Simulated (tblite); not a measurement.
Species: C3H9N (charge +1 and doublet state).
Numbering: `[CH3:1][CH:2]([CH3:3])[NH2+:4]` (hydrogens: H5, H6, H7 on C1; H8 on C2; H9, H10, H11 on C3; H12, H13 on N4)

Geometry (GFN2-xTB, Å), atoms numbered from 1 in this order:
```xyz
13
C3H9N angstrom
C     -0.6535    1.1309    0.5494
C     -0.0821    0.0119   -0.3127
C      1.3673   -0.3706   -0.0395
N     -0.9309   -1.0792   -0.4421
H     -0.0208    2.0124    0.5056
H     -0.7022    0.7924    1.5856
H     -1.6600    1.4114    0.2448
H     -0.0199    0.4942   -1.3284
H      1.7360   -1.1147   -0.7430
H      1.4396   -0.7971    0.9622
H      2.0120    0.5018   -0.0886
H     -0.5689   -1.9990   -0.6527
H     -1.9210   -0.9939   -0.2581
```

Level: GFN2-xTB in tblite, geometry and Hessian alike; calculated harmonic values, unscaled, isolated species. Against measured fundamentals such values can be off by several per cent, at times by over 20. One conformer, not necessarily the lowest. Open shells enter through the occupations alone, without spin polarisation, and single modes of such species can be off by tens of per cent.

Harmonic wavenumbers (cm⁻¹): 143.0, 199.0, 208.6, 343.0, 392.8, 426.4, 478.6, 839.8, 863.5, 927.3, 976.7, 988.0, 994.3, 1066.0, 1095.3, 1191.8, 1279.3, 1359.1, 1383.3, 1402.6, 1404.1, 1423.4, 1436.7, 1452.9, 2532.5, 2995.9, 3002.4, 3041.0, 3042.7, 3073.9, 3077.8, 3400.3, 3458.7.

A = 8653, B = 7813, C = 4579 MHz; mass 59.073 u (most abundant isotopes); point group Cs, symmetry number 1; spin multiplicity 2.

**Question.** What is the zero-point energy?

**Answer.** Half the sum of the wavenumbers: 24950 cm⁻¹ = 298.47 kJ/mol.

**Question.** What is S at 350 K and 1 bar for an ideal gas of classical rigid rotors and harmonic oscillators?

**Answer.** Translation 163.06, rotation 104.32, vibration 61.13, spin (R ln 2) 5.76: S = 334.3 J/(mol K).

**Question.** And Cp and H(350 K) − H(0)?

**Answer.** Cp = 112.81 J/(mol K), of which vibrations give 79.56 (their classical limit is 33 R = 274.4); H(350 K) − H(0) = 24.36 kJ/mol without the zero-point energy, 12.72 from vibrations.

**Question.** Which modes carry the vibrational entropy at 350 K?

**Answer.** 143.0 cm⁻¹: 12.85; 199.0 cm⁻¹: 10.21; 208.6 cm⁻¹: 9.84; 343.0 cm⁻¹: 6.11; 392.8 cm⁻¹: 5.18; 426.4 cm⁻¹: 4.64 J/(mol K); the other 27 give 12.30 together.

**Question.** How do the functions run with temperature in this model?

**Answer.** 
| T (K) | S (J/(mol K)) | Cp (J/(mol K)) | H − H(0) (kJ/mol) | G − H(0) (kJ/mol) | ln q(vib) |
| --- | --- | --- | --- | --- | --- |
| 100 | 239.5 | 51.2 | 3.91 | -20.04 | 0.26 |
| 200 | 282.8 | 75.5 | 10.29 | -46.26 | 1.21 |
| 300 | 317.9 | 100.0 | 19.04 | -76.33 | 2.37 |
| 500 | 380.6 | 148.0 | 44.01 | -146.30 | 4.91 |
| 800 | 461.8 | 197.4 | 96.41 | -273.04 | 8.89 |
| 1000 | 508.4 | 220.0 | 138.25 | -370.15 | 11.47 |

q(vib) and H(0) count from the zero-point level.

Hindered rotation and anharmonicity are outside this model. Other conformers, if any are populated, would add a mixing term that is left out.

Hardware: an Arm Neoverse V1 with one thread, on a shared host. Cost: 0.19 s wall. The figure is for the frequency step alone.
